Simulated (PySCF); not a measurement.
## NO₂(OH): PBE0 against B3LYP

Base calculation in PySCF with density fitting and no spin–orbit coupling, PBE0/def2-TZVP (no relativity): singlet, Cs, N–O 1.186 Å, N–O 1.201 Å, N–O 1.385 Å, O–H 0.970 Å; H–O–N 103.1°, O–N–O 114.2°, O–N–O 115.7°, O–N–O 130.2°; wavenumbers 505, 609, 691, 814, 956, 1343, 1402, 1821, 3765 cm⁻¹; dipole moment 2.42 D, gap between the highest occupied and lowest empty levels 7.61 eV, polar-tensor charge of N 1.55 e, atomisation energy (no zero-point energy) 1640 kJ/mol.

Problem. What changes on going to B3LYP/def2-TZVP (no relativity)?

Solution. The point group stays the same. Changes: mean bond to N +0.013 Å, highest wavenumber -61 cm⁻¹, lowest wavenumber -19 cm⁻¹, dipole moment -0.08 D, gap between the highest occupied and lowest empty levels -0.68 eV, polar-tensor charge of N -0.03 e, atomisation energy (no zero-point energy) -14 kJ/mol. The new structure has N–O 1.191 Å, N–O 1.207 Å, N–O 1.411 Å, O–H 0.973 Å; H–O–N 103.1°, O–N–O 114.0°, O–N–O 115.6°, O–N–O 130.4°, with wavenumbers 486, 589, 652, 785, 905, 1319, 1350, 1758, 3704 cm⁻¹.

Each species is the lowest minimum found with this bonding; other isomers or fragments can lie lower.
